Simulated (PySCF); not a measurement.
# Cl, SMILES `[Cl]` (charge 0, multiplicity 2)

These are PBE-D3(BJ)/def2-TZVP run with PySCF values and carry that method's errors.

- highest occupied spin orbital: -8.04 eV
- dipole moment: 0.00 D
- total energy: -459.9584 Ha
- cost: about 4 core-seconds (a rough figure)

Bonds (Å): .
Charge 0, spin multiplicity 2.
